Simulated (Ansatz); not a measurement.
# CH3BO (SMILES B1CO1): functionals against CCSD(T) at one geometry

One table from this session's results is given with a row withheld; the runs are named, their logs left out.

Method: single points in def2-TZVPP; program: Ansatz 0.2.0, Gaussian basis.

Correlated methods freeze the cores.

## The starting structure

SMILES `B1CO1`, 6 atoms, charge 0, spin multiplicity 1.

Atoms are counted from 1 here; the program's logs count them from 0.

Bond lengths: B1–C2 1.560 Å, B1–O3 1.353 Å, B1–H4 1.003 Å, C2–O3 1.422 Å, C2–H5 1.127 Å, C2–H6 1.128 Å. Angles: C2–B1–O3 57.9°, C2–B1–H4 161.1°, O3–B1–H4 141.0°, B1–C2–O3 53.7°, B1–C2–H5 119.1°, B1–C2–H6 121.0°, O3–C2–H5 111.5°, O3–C2–H6 115.2°, H5–C2–H6 117.8°, B1–O3–C2 68.3°.

Coordinates:

```
atom    x (Å)    y (Å)    z (Å)
  B1  -0.7353  -0.4276  -0.3764
  C2   0.5520   0.1656   0.2751
  O3  -0.6119   0.8915  -0.1016
  H4  -1.3785  -1.0821  -0.7801
  H5   1.4297   0.4240  -0.3821
  H6   0.7305   0.0877   1.3859
```

The first run:

run/in.yaml

```yaml
crystal:
  periodic: [false, false, false]
  atoms:
    - {symbol: B, position_ang: [-0.735300, -0.427600, -0.376400]}
    - {symbol: C, position_ang: [0.552000, 0.165600, 0.275100]}
    - {symbol: O, position_ang: [-0.611900, 0.891500, -0.101600]}
    - {symbol: H, position_ang: [-1.378500, -1.082100, -0.780100]}
    - {symbol: H, position_ang: [1.429700, 0.424000, -0.382100]}
    - {symbol: H, position_ang: [0.730500, 0.087700, 1.385900]}
basis:
  gaussian: {orbitals: def2-TZVPP}
correlation: {method: ccsd_t}
output: {forces: true}
```

The command line of these runs was not kept.

Among the steps run: CCSD(T)/def2-TZVPP; PBE0-D4/def2-TZVPP; wB97M-V/def2-TZVPP; r2SCAN-D4/def2-TZVPP; PBE-D4/def2-TZVPP; LC-wPBE/def2-TZVPP; wB97X-V/def2-TZVPP.

One table of the session follows, with a row left open; its other results are not shown here.

| method | RMS force component (eV/Å) | angle to CCSD(T) forces (°) | dipole (D) |
| --- | --- | --- | --- |
| CCSD(T) | 2.794 | reference | 1.15 |
| PBE0-D4 | ? | ? | ? |
| wB97M-V | 2.791 | 3.9 | 1.19 |
| r2SCAN-D4 | 2.835 | 2.8 | 1.08 |
| PBE-D4 | 2.800 | 2.9 | 0.97 |
| LC-wPBE | 2.921 | 7.1 | 1.22 |
| wB97X-V | 2.865 | 3.9 | 1.21 |

**Question.** Estimate the row for PBE0-D4.

The run gave: RMS force component (eV/Å): 2.870; angle to CCSD(T) forces (°): 5.7; dipole (D): 1.14. In the column «RMS force component (eV/Å)» it lies between wB97X-V (2.865) and LC-wPBE (2.921).
